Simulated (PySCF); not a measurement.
Molecule: `C1CCOC1`, C$_{4}$H$_{8}$O.

Molfile (atoms numbered from 1):
```
C4H8O
     RDKit          3D

 13 13  0  0  0  0  0  0  0  0999 V2000
   -0.9168    0.4046   -0.3778 C   0  0  0  0  0  0  0  0  0  0  0  0
    0.4242    0.9775    0.0669 C   0  0  0  0  0  0  0  0  0  0  0  0
    1.3136   -0.2594   -0.0010 C   0  0  0  0  0  0  0  0  0  0  0  0
    0.4781   -1.3645    0.2773 O   0  0  0  0  0  0  0  0  0  0  0  0
   -0.8782   -0.9713    0.2748 C   0  0  0  0  0  0  0  0  0  0  0  0
   -0.9440    0.3078   -1.4757 H   0  0  0  0  0  0  0  0  0  0  0  0
   -1.7837    1.0066   -0.0696 H   0  0  0  0  0  0  0  0  0  0  0  0
    0.3558    1.3482    1.1027 H   0  0  0  0  0  0  0  0  0  0  0  0
    0.7858    1.8028   -0.5633 H   0  0  0  0  0  0  0  0  0  0  0  0
    2.1426   -0.2333    0.7260 H   0  0  0  0  0  0  0  0  0  0  0  0
    1.7592   -0.3703   -1.0089 H   0  0  0  0  0  0  0  0  0  0  0  0
   -1.4740   -1.7255   -0.2647 H   0  0  0  0  0  0  0  0  0  0  0  0
   -1.2624   -0.9234    1.3135 H   0  0  0  0  0  0  0  0  0  0  0  0
  1  2  1  0
  2  3  1  0
  3  4  1  0
  4  5  1  0
  5  1  1  0
  1  6  1  0
  1  7  1  0
  2  8  1  0
  2  9  1  0
  3 10  1  0
  3 11  1  0
  5 12  1  0
  5 13  1  0
M  END
```

Geometry PBE0-D3(BJ)/def2-SVP throughout; GIAO in PySCF 2.14, gas phase, one conformer, non-relativistic; equivalent atoms averaged; basis pcSseg-2.

For orientation, BLYP gives these shifts δ (against TMS, H2O at the same level): C3/C5 76.1, C1/C2 32.8, O4 53.0, H10/H11/H12/H13 4.01, H6/H7/H8/H9 1.89 ppm.

A run gave: C3/C5 76.4, C1/C2 31.6, O4 49.7, H10/H11/H12/H13 4.06, H6/H7/H8/H9 1.94 ppm (shifts δ (against TMS, H2O at the same level)).

**Question.** Which functional was used in that run?
A. B97-2
B. HF
C. LC-wPBE
D. LDA

**Answer.** D. C3/C5 tells them apart best: LDA gives 76.4, LC-wPBE gives 71.4, HF gives 63.9, B97-2 gives 71.8 ppm.
